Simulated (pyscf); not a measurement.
Single points on ωB97X-D3(BJ)/def2-SVP structures (PySCF, gas phase).

### Question
For the elementary gas-phase step Cl–In(Cl)–Cl + HO–SiH₃ → HCl + HO–SiH₂–In(Cl)–Cl (singlet surface; Cl–In, H–Si broken, Cl–H, In–Si formed), what barrier and reaction energy does ωB97M-D3(BJ)/def2-TZVP give, measured from the separated reactants?

### Answer
ΔE‡ = 156.1 kJ/mol, ΔE = +62.8 kJ/mol. Zero-point energy shifts the barrier by -4.3 kJ/mol. It is a four-centre exchange, with an imaginary mode of 1251i cm⁻¹. On the reactant side the descent ends in an adduct with a H–In contact, 54.7 kJ/mol under the separated species and 188.8 kJ/mol under the saddle at ωB97X-D3(BJ)/def2-TZVP. On the product side the descent ends in an adduct with a Cl–In contact (not fully relaxed), 43.5 kJ/mol under the separated species and 120.4 kJ/mol under the saddle at ωB97X-D3(BJ)/def2-TZVP. What is counted as broken (Cl–In) persists as a longer contact in the product adduct; parting that adduct is a step of its own. At ωB97X-D3(BJ)/def2-TZVP the barrier from the zero used here is 134.0 kJ/mol. This is the saddle that the search found; another between the same sides may lie lower. Elements past Kr carry the def2 core potentials, without spin-orbit coupling.
